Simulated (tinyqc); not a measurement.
Coupled-perturbed Hartree-Fock on RHF in the sto-3g basis, for H2O, spin multiplicity 1, step by step. One step of it, computed by the program tinyqc.

Question. Integrals over molecular orbitals. (pq|rs) = sum C_ip C_jq C_kr C_ls (ij|kl), one index at a time.

coefficients C:
```
              MO1        MO2        MO3        MO4       MO5        MO6        MO7
1O 1s    0.994455  -0.238885   0.000000   0.097253  0.000000  -0.108169   0.000000
1O 2s    0.023982   0.885300   0.000000  -0.495740  0.000000   0.651099   0.000000
1O 2px   0.000000   0.000000   0.000000   0.000000  1.000000   0.000000   0.000000
1O 2py   0.000000   0.000000   0.623589   0.000000  0.000000   0.000000   0.896128
1O 2pz   0.003293   0.090283   0.000000   0.722258  0.000000   0.774515   0.000000
2H 1s   -0.004508   0.142973   0.454469   0.337458  0.000000  -0.697848  -0.741330
3H 1s   -0.004508   0.142973  -0.454469   0.337458  0.000000  -0.697848   0.741330
```

core Hamiltonian H = T + V (hartree):
```
             1O 1s      1O 2s     1O 2px     1O 2py     1O 2pz      2H 1s      3H 1s
1O 1s   -32.576024  -7.578508   0.000000   0.000000  -0.015748  -1.235523  -1.235523
1O 2s    -7.578508  -9.199633   0.000000   0.000000  -0.192517  -2.904792  -2.904792
1O 2px    0.000000   0.000000  -7.346050   0.000000   0.000000   0.000000   0.000000
1O 2py    0.000000   0.000000   0.000000  -7.444383   0.000000  -1.571861   1.571861
1O 2pz   -0.015748  -0.192517   0.000000   0.000000  -7.426919  -1.482458  -1.482458
2H 1s    -1.235523  -2.904792   0.000000  -1.571861  -1.482458  -4.553998  -1.223389
3H 1s    -1.235523  -2.904792   0.000000   1.571861  -1.482458  -1.223389  -4.553998
```

Two-electron integrals (ij|kl) in chemists' order, unique and non-zero (hartree):
```
(11|11) 4.785065    (21|11) 0.741380    (21|21) 0.136873    (22|11) 1.118947
(22|21) 0.256633    (22|22) 0.817206    (31|31) 0.024477    (32|31) 0.037809
(32|32) 0.180518    (33|11) 1.115814    (33|21) 0.256684    (33|22) 0.817023
(33|33) 0.880159    (41|41) 0.024477    (42|41) 0.037809    (42|42) 0.180518
(43|43) 0.047444    (44|11) 1.115814    (44|21) 0.256684    (44|22) 0.817023
(44|33) 0.785270    (44|44) 0.880159    (51|51) 0.024477    (52|51) 0.037809
(52|52) 0.180518    (53|53) 0.047444    (54|54) 0.047444    (55|11) 1.115814
(55|21) 0.256684    (55|22) 0.817023    (55|33) 0.785270    (55|44) 0.785270
(55|55) 0.880159    (61|11) 0.121327    (61|21) 0.022226    (61|22) 0.041456
(61|33) 0.041375    (61|41) 0.000756    (61|42) 0.001423    (61|44) 0.041512
(61|51) 0.000686    (61|52) 0.001290    (61|54) 0.000125    (61|55) 0.041488
(61|61) 0.003656    (62|11) 0.312440    (62|21) 0.072634    (62|22) 0.258184
(62|33) 0.253665    (62|41) 0.004047    (62|42) 0.031671    (62|44) 0.260965
(62|51) 0.003670    (62|52) 0.028722    (62|54) 0.006620    (62|55) 0.259669
(62|61) 0.012042    (62|62) 0.103294    (63|31) 0.007387    (63|32) 0.043772
(63|43) 0.006479    (63|53) 0.005876    (63|63) 0.014277    (64|11) 0.172126
(64|21) 0.040512    (64|22) 0.153740    (64|33) 0.146859    (64|41) 0.009356
(64|42) 0.061504    (64|44) 0.163938    (64|51) 0.001785    (64|52) 0.016080
(64|54) 0.009612    (64|55) 0.150247    (64|61) 0.006996    (64|62) 0.074746
(64|64) 0.067741    (65|11) 0.156095    (65|21) 0.036739    (65|22) 0.139421
(65|33) 0.133181    (65|41) 0.001785    (65|42) 0.016080    (65|44) 0.136917
(65|51) 0.009006    (65|52) 0.058355    (65|54) 0.009868    (65|55) 0.148005
(65|61) 0.006344    (65|62) 0.067784    (65|64) 0.048484    (65|65) 0.058246
(66|11) 0.470116    (66|21) 0.111050    (66|22) 0.454158    (66|33) 0.436278
(66|41) 0.007612    (66|42) 0.083394    (66|44) 0.465400    (66|51) 0.006903
(66|52) 0.075627    (66|54) 0.026410    (66|55) 0.460228    (66|61) 0.018547
(66|62) 0.234711    (66|64) 0.193808    (66|65) 0.175757    (66|66) 0.774606
(71|11) 0.121327    (71|21) 0.022226    (71|22) 0.041456    (71|33) 0.041375
(71|41) -0.000756   (71|42) -0.001423   (71|44) 0.041512    (71|51) 0.000686
(71|52) 0.001290    (71|54) -0.000125   (71|55) 0.041488    (71|61) 0.003606
(71|62) 0.011703    (71|64) 0.006242    (71|65) 0.006171    (71|66) 0.017881
(71|71) 0.003656    (72|11) 0.312440    (72|21) 0.072634    (72|22) 0.258184
(72|33) 0.253665    (72|41) -0.004047   (72|42) -0.031671   (72|44) 0.260965
(72|51) 0.003670    (72|52) 0.028722    (72|54) -0.006620   (72|55) 0.259669
(72|61) 0.011703    (72|62) 0.084114    (72|64) 0.042041    (72|65) 0.053746
(72|66) 0.156703    (72|71) 0.012042    (72|72) 0.103294    (73|31) 0.007387
(73|32) 0.043772    (73|43) -0.006479   (73|53) 0.005876    (73|63) 0.011262
(73|73) 0.014277    (74|11) -0.172126   (74|21) -0.040512   (74|22) -0.153740
(74|33) -0.146859   (74|41) 0.009356    (74|42) 0.061504    (74|44) -0.163938
(74|51) -0.001785   (74|52) -0.016080   (74|54) 0.009612    (74|55) -0.150247
(74|61) -0.006242   (74|62) -0.042041   (74|64) -0.010183   (74|65) -0.026307
(74|66) -0.070366   (74|71) -0.006996   (74|72) -0.074746   (74|74) 0.067741
(75|11) 0.156095    (75|21) 0.036739    (75|22) 0.139421    (75|33) 0.133181
(75|41) -0.001785   (75|42) -0.016080   (75|44) 0.136917    (75|51) 0.009006
(75|52) 0.058355    (75|54) -0.009868   (75|55) 0.148005    (75|61) 0.006171
(75|62) 0.053746    (75|64) 0.026307    (75|65) 0.045098    (75|66) 0.109513
(75|71) 0.006344    (75|72) 0.067784    (75|74) -0.048484   (75|75) 0.058246
(76|11) 0.119865    (76|21) 0.028161    (76|22) 0.109823    (76|33) 0.106996
(76|44) 0.108875    (76|51) 0.002144    (76|52) 0.020506    (76|55) 0.113476
(76|61) 0.004631    (76|62) 0.044839    (76|64) 0.028098    (76|65) 0.033079
(76|66) 0.109450    (76|71) 0.004631    (76|72) 0.044839    (76|74) -0.028098
(76|75) 0.033079    (76|76) 0.024756    (77|11) 0.470116    (77|21) 0.111050
(77|22) 0.454158    (77|33) 0.436278    (77|41) -0.007612   (77|42) -0.083394
(77|44) 0.465400    (77|51) 0.006903    (77|52) 0.075627    (77|54) -0.026410
(77|55) 0.460228    (77|61) 0.017881    (77|62) 0.156703    (77|64) 0.070366
(77|65) 0.109513    (77|66) 0.320155    (77|71) 0.018547    (77|72) 0.234711
(77|74) -0.193808   (77|75) 0.175757    (77|76) 0.109450    (77|77) 0.774606
```

Give: one-electron integrals over orbitals h = C^T H C; Two-electron integrals over orbitals.

Answer.

one-electron integrals over orbitals h = C^T H C (hartree):
```
          1        2        3        4        5        6        7
1  -32.5595   0.5668   0.0000  -0.2190   0.0000   0.2469   0.0000
2    0.5668  -7.5690   0.0000   0.5352   0.0000  -1.2137   0.0000
3    0.0000   0.0000  -6.0525   0.0000   0.0000   0.0000  -1.7428
4   -0.2190   0.5352   0.0000  -6.5564   0.0000  -1.3332   0.0000
5    0.0000   0.0000   0.0000   0.0000  -7.3460   0.0000   0.0000
6    0.2469  -1.2137   0.0000  -1.3332   0.0000  -5.3761   0.0000
7    0.0000   0.0000  -1.7428   0.0000   0.0000   0.0000  -5.4621
```

Two-electron integrals over orbitals (pq|rs), unique and non-zero (hartree):
```
(11|11) 4.7468      (21|11) -0.4278     (21|21) 0.0610      (22|11) 1.0187
(22|21) -0.0150     (22|22) 0.7250      (31|31) 0.0111      (32|31) 0.0173
(32|32) 0.1309      (33|11) 0.7735      (33|21) -0.0048     (33|22) 0.6216
(33|33) 0.5999      (41|11) 0.1727      (41|21) -0.0227     (41|22) 0.0130
(41|33) 0.0058      (41|41) 0.0242      (42|11) -0.1526     (42|21) 0.0084
(42|22) -0.0228     (42|33) 0.0031      (42|41) 0.0173      (42|42) 0.1291
(43|31) -0.0030     (43|32) 0.0253      (43|43) 0.0563      (44|11) 0.9238
(44|21) -0.0112     (44|22) 0.6553      (44|33) 0.5686      (44|41) -0.0083
(44|42) -0.0914     (44|44) 0.6942      (51|51) 0.0260      (52|51) 0.0331
(52|52) 0.1498      (53|53) 0.0270      (54|51) -0.0125     (54|52) -0.0460
(54|54) 0.0489      (55|11) 1.1154      (55|21) -0.0121     (55|22) 0.7537
(55|33) 0.6079      (55|41) 0.0049      (55|42) -0.0827     (55|44) 0.6855
(55|55) 0.8802      (61|11) -0.1936     (61|21) 0.0296      (61|22) -0.0011
(61|33) 0.0009      (61|41) 0.0029      (61|42) 0.0212      (61|44) -0.0161
(61|55) -0.0052     (61|61) 0.0266      (62|11) 0.2661      (62|21) -0.0058
(62|22) 0.1328      (62|33) 0.0704      (62|41) 0.0186      (62|42) 0.0311
(62|44) 0.0592      (62|55) 0.1408      (62|61) 0.0112      (62|62) 0.0966
(63|31) 0.0030      (63|32) -0.0313     (63|43) -0.0352     (63|63) 0.0688
(64|11) 0.2738      (64|21) -0.0037     (64|22) 0.1260      (64|33) 0.0513
(64|41) 1.28e-04    (64|42) -0.0566     (64|44) 0.1321      (64|55) 0.1517
(64|61) -0.0029     (64|62) 0.0570      (64|64) 0.1018      (65|51) 0.0128
(65|52) 0.0503      (65|54) 0.0055      (65|65) 0.0348      (66|11) 0.8009
(66|21) -0.0076     (66|22) 0.6036      (66|33) 0.5554      (66|41) 0.0179
(66|42) 0.0451      (66|44) 0.5506      (66|55) 0.5870      (66|61) 0.0093
(66|62) 0.0966      (66|64) 0.0555      (66|66) 0.5907      (71|31) 0.0143
(71|32) 0.0214      (71|43) -0.0040     (71|63) 0.0034      (71|71) 0.0186
(72|31) 0.0147      (72|32) 0.0524      (72|43) -0.0331     (72|63) 0.0310
(72|71) 0.0183      (72|72) 0.0666      (73|11) 0.3683      (73|21) -0.0071
(73|22) 0.1593      (73|33) 0.0896      (73|41) -3.55e-04   (73|42) -0.0826
(73|44) 0.1363      (73|55) 0.2008      (73|61) -0.0060     (73|62) 0.0672
(73|64) 0.1046      (73|66) 0.0460      (73|73) 0.1625      (74|31) -0.0087
(74|32) -0.0749     (74|43) -0.0144     (74|63) 0.0527      (74|71) -0.0112
(74|72) -0.0157     (74|74) 0.0738      (75|53) 0.0238      (75|75) 0.0242
(76|31) 0.0074      (76|32) 0.0833      (76|43) 0.0611      (76|63) -0.0601
(76|71) 0.0093      (76|72) -0.0073     (76|74) -0.0617     (76|76) 0.1091
(77|11) 0.8233      (77|21) -0.0085     (77|22) 0.6043      (77|33) 0.5838
(77|41) 0.0040      (77|42) -0.0145     (77|44) 0.5734      (77|55) 0.6023
(77|61) -0.0031     (77|62) 0.0595      (77|64) 0.0475      (77|66) 0.5536
(77|73) 0.0865      (77|77) 0.5917
```
